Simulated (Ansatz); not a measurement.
Predict the output of the script below (Ansatz's Python interface).

The script, `run_composite.py`:
```python
import itertools

import ansatz as az
from ase.data import atomic_numbers, covalent_radii
import numpy as np

geometry = (
    az.Crystal.molecule()
    .atom("Al", [0.0, 0.0, 0.0])
    .atom("S", [0.0, 0.0, 2.28])
)

base = (
    geometry.calculation()
    .basis(gaussian="def2-SVP")
    .functional("pbe0", dispersion="d4")
    .charge(1)
    .spin("collinear", total=2)
)
symbols = [site.symbol for site in geometry.cartesian_sites]
start = np.array([site.position_ang for site in geometry.cartesian_sites], dtype=float)
report = base.relax(force_tolerance=0.01).run(threads=1).report
end = np.array(report["positions_ang"])
radius = [covalent_radii[atomic_numbers[s]] for s in symbols]
span = lambda where, i, j: np.linalg.norm(where[i] - where[j])
bonded = [(i, j) for i, j in itertools.combinations(range(len(symbols)), 2) if min(span(start, i, j), span(end, i, j)) < 1.2 * (radius[i] + radius[j])]
print("pair        before    after (A)")
for i, j in bonded:
    print(f"{symbols[i]}{i}-{symbols[j]}{j}".ljust(10), f"{span(start, i, j):8.4f} {span(end, i, j):8.4f}")

minimum = az.Crystal.molecule()
for symbol, place in zip(symbols, end):
    minimum = minimum.atom(symbol, place.tolist())
at_minimum = minimum.calculation().charge(1).spin("collinear", total=2)
level = lambda method, basis: at_minimum.basis(gaussian=basis).correlation(method).run(threads=1).report
small, large, cluster = level("mp2", "cc-pVDZ"), level("mp2", "cc-pVTZ"), level("ccsd_t", "cc-pVDZ")
corr = lambda each: (each["free_energy_ev"] - each["reference_energy_ev"]) / 27.211386246
mp2_limit = (27 * corr(large) - 8 * corr(small)) / 19
pieces = {"HF / cc-pVTZ": large["reference_energy_ev"] / 27.211386246, "MP2 correlation, DZ-TZ limit": mp2_limit, "CCSD(T) - MP2 / cc-pVDZ": corr(cluster) - corr(small)}
for name, value in pieces.items():
    print(f"{name:32s} {value:14.6f} Ha")
print(f"{'sum':32s} {sum(pieces.values()):14.6f} Ha")
print("T1 diagnostic", round(cluster["correlation"]["coupled_cluster"]["t1_diagnostic"], 4))
```

```console
$ python run_composite.py
pair        before    after (A)
Al0-S1       2.2800   2.1901
HF / cc-pVTZ                        -639.196721 Ha
MP2 correlation, DZ-TZ limit          -0.181350 Ha
CCSD(T) - MP2 / cc-pVDZ               -0.029120 Ha
sum                                 -639.407192 Ha
T1 diagnostic 0.0264
```

These settings explore the input space; basis and method may be short of convergence. The sum leaves out core correlation, relativity, the Hartree-Fock basis error and zero-point energy; a DZ-TZ extrapolation is rough. The species is open-shell (spin multiplicity 3). Inner cores stay frozen, so this is valence correlation. For Al to Cl the sets with a tight d function, cc-pV(X+d)Z, are usual. The spin state was assumed, and another may lie lower. Timing: 8.3 s on 1 thread of Arm Neoverse V2, on a shared host, peak memory 0.18 GiB.
